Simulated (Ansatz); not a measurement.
C$_{3}$H$_{4}$O (`CC#CO`), relaxed with RKS PBE0-D4/def2-TZVP in the Gaussian-basis code of Ansatz from a PBE-D4/def2-SVP geometry. The force threshold is 0.005 eV/Å; the program also tests the step.

The species carries charge 0 and has multiplicity 1.

Start:

```xyz
8

C     0.885    0.945    0.567
C     0.050   -0.080   -0.049
C    -0.660   -0.931   -0.566
O    -1.343   -1.891   -1.155
H     0.416    1.949    0.498
H     1.076    0.743    1.643
H     1.874    1.015    0.064
H    -2.298   -1.749   -1.002
```

```json
{"step": "1", "energy (eV)": "-5216.8595", "largest force (eV/Å)": "1.841", "largest move (Å)": "0.000"}
{"step": "2", "energy (eV)": "-5216.9117", "largest force (eV/Å)": "0.242", "largest move (Å)": "0.030"}
{"step": "3", "energy (eV)": "-5216.9138", "largest force (eV/Å)": "0.060", "largest move (Å)": "0.006"}
{"step": "4 (rejected)", "energy (eV)": "-5216.9134", "largest force (eV/Å)": "0.150", "largest move (Å)": "0.006"}
{"step": "5", "energy (eV)": "-5216.9140", "largest force (eV/Å)": "0.015", "largest move (Å)": "0.003"}
{"step": "6", "energy (eV)": "-5216.9140", "largest force (eV/Å)": "0.014", "largest move (Å)": "0.003"}
{"step": "7", "energy (eV)": "-5216.9140", "largest force (eV/Å)": "0.004", "largest move (Å)": "0.002"}
```

End:

```xyz
8

C     0.879    0.941    0.563
C     0.044   -0.078   -0.049
C    -0.647   -0.917   -0.556
O    -1.329   -1.871   -1.136
H     0.413    1.927    0.494
H     1.063    0.730    1.620
H     1.848    0.999    0.062
H    -2.272   -1.731   -0.998
```

Hardware: 2 threads of an Intel Xeon Platinum 8488C on a shared host. Wall time 12 s, peak host memory 0.27 GiB.
